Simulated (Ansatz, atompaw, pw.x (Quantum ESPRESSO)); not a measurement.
**pw.x on bcc Mg: one setting changed**

Potential: PAW, atompaw 4.2.0.5, PBEsol; core [Ne], reference 3s2 3p0; waves: 3s (bound): rc 3.00 bohr; 3s channel at 0.85 Ry: rc 1.75 bohr; 3p (bound, empty): rc 3.00 bohr; 3p channel at 2.2 Ry: rc 3.00 bohr; 3d channel at 0.25 Ry: rc 3.00 bohr; 3d channel at 2.2 Ry: rc 2.45 bohr; local part: bessel scheme, radius 2.90 bohr; core correction: smooth core density matched at 2.85 bohr; augmentation: sinc compensation charge, radius 2.75 bohr; PAW radius 3.00 bohr; waves and projectors: custom polynom vanderbiltortho.

The reference run (k-mesh 13³, cutoffs 40/400 Ry, Fermi–Dirac 0.01 Ry, mixing_beta 0.4, conv_thr 1e-9, no spin) gives 0.27 GPa at 22.446 Å³/atom, where all-electron LAPW gives 0.16 GPa. This run, with its own iteration cap, changes degauss to 0.02.

```
&control
  calculation='scf', prefix='x', pseudo_dir='./', outdir='./tmp', tstress=.true., disk_io='none'
/
&system
  ibrav=0, nat=1, ntyp=1, ecutwfc=40, ecutrho=400, nbnd=8,
  occupations='smearing', smearing='fd', degauss=0.02
/
&electrons
  conv_thr=1e-09, mixing_beta=0.4, electron_maxstep=50
/
ATOMIC_SPECIES
Mg 1.0 Mg.UPF
CELL_PARAMETERS angstrom
  -1.77702276 1.77702276 1.77702276
  1.77702276 -1.77702276 1.77702276
  1.77702276 1.77702276 -1.77702276
ATOMIC_POSITIONS crystal
Mg 0.0000 0.0000 0.0000
K_POINTS automatic
13 13 13 0 0 0
```

```bash
pw.x < Mg.scf.in > Mg.scf.out
```

Question: How does the run end?

Answer: It converges in 13 iterations; the free energy moves by -40.4 meV/atom and the pressure by +0.14 GPa. In a metal, with Fermi–Dirac smearing, F lies below its zero-width value by a term in the square of the width.

```
Message from routine setup:
     using ibrav=0 with symmetry is DISCOURAGED, use correct ibrav instead
     lattice parameter (alat)  =       5.8164  a.u.
     unit-cell volume          =     151.4731 (a.u.)^3
     number of electrons       =         2.00
     number of Kohn-Sham states=            8
     kinetic-energy cutoff     =      40.0000  Ry
     charge density cutoff     =     400.0000  Ry
     scf convergence threshold =      1.0E-09
     Exchange-correlation= SLA PW PSX PSC
     number of k points=    84  Fermi-Dirac smearing, width (Ry)=  0.0200
     iteration #  1     ecut=    40.00 Ry     beta= 0.40
     total energy              =     -32.72066560 Ry
     estimated scf accuracy    <       0.00393918 Ry
     iteration #  2     ecut=    40.00 Ry     beta= 0.40
     total energy              =     -32.72083244 Ry
     estimated scf accuracy    <       0.00131331 Ry
     iteration #  3     ecut=    40.00 Ry     beta= 0.40
     total energy              =     -32.72088789 Ry
     estimated scf accuracy    <       0.00000046 Ry
     [... 7 iterations left out ...]
     iteration # 11     ecut=    40.00 Ry     beta= 0.40
     total energy              =     -32.72093199 Ry
     estimated scf accuracy    <       0.00000010 Ry
     iteration # 12     ecut=    40.00 Ry     beta= 0.40
     total energy              =     -32.72093208 Ry
     estimated scf accuracy    <       0.00000010 Ry
     iteration # 13     ecut=    40.00 Ry     beta= 0.40
     the Fermi energy is     3.7147 ev
!    total energy              =     -32.72093209 Ry
     estimated scf accuracy    <          9.3E-11 Ry
     smearing contrib. (-TS)   =      -0.00769729 Ry
     The total energy is F=E-TS. E is the sum of the following terms:
     one-electron contribution =       1.45664581 Ry
     hartree contribution      =       0.00255460 Ry
     xc contribution           =      -0.88971622 Ry
     ewald contribution        =      -2.16744484 Ry
     one-center paw contrib.   =     -31.11527415 Ry
     convergence has been achieved in  13 iterations
          total   stress  (Ry/bohr**3)                   (kbar)     P=        4.09
     Message from routine punch:
     Nothing written, as per user request (disk_io='none')
```

The run took about 9.5 s on one core of a shared host (Intel(R) Xeon(R) 6975P-C, 192 threads, 378 GiB, load 92).
